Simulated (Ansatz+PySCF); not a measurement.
The numbers below are computed, except where a source is named.
This PySCF input gave a total energy of -116.92193 hartree.

```python
from pyscf import gto, scf

mol = gto.M(atom="""
C 0.934950 0.000000 0.000000
C -0.467470 0.809690 0.000000
C -0.467470 -0.809690 0.000000
H 1.579170 0.000000 0.989780
H 1.579170 0.000000 -0.989780
H -0.789590 1.367600 -0.989780
H -0.789590 1.367600 0.989780
H -0.789590 -1.367600 0.989780
H -0.789590 -1.367600 -0.989780
""", basis='def2-svp', charge=0, spin=0)
mf = scf.RHF(mol)
mf.init_guess = 'minao'
mf.kernel()
while True:  # follow internal instabilities
    mo, _, stable, _ = mf.stability(return_status=True)
    if stable: break
    mf.kernel(mf.make_rdm1(mo, mf.mo_occ))
print(mf.converged, mf.e_tot, mf.spin_square()[0])
```

Question: Write an input for Ansatz with the same method and basis set.

Answer:

```yaml
crystal:
  periodic: [false, false, false]
  atoms:
    - { symbol: C, position_ang: [0.93495, 0.0, 0.0] }
    - { symbol: C, position_ang: [-0.46747, 0.80969, 0.0] }
    - { symbol: C, position_ang: [-0.46747, -0.80969, 0.0] }
    - { symbol: H, position_ang: [1.57917, 0.0, 0.98978] }
    - { symbol: H, position_ang: [1.57917, 0.0, -0.98978] }
    - { symbol: H, position_ang: [-0.78959, 1.3676, -0.98978] }
    - { symbol: H, position_ang: [-0.78959, 1.3676, 0.98978] }
    - { symbol: H, position_ang: [-0.78959, -1.3676, 0.98978] }
    - { symbol: H, position_ang: [-0.78959, -1.3676, -0.98978] }
basis:
  gaussian: { orbitals: def2-SVP }
hamiltonian:
  xc: hf
```

Ansatz (development build ahead of 0.2.0) gave -116.92193 hartree, 0.00 meV from the first.
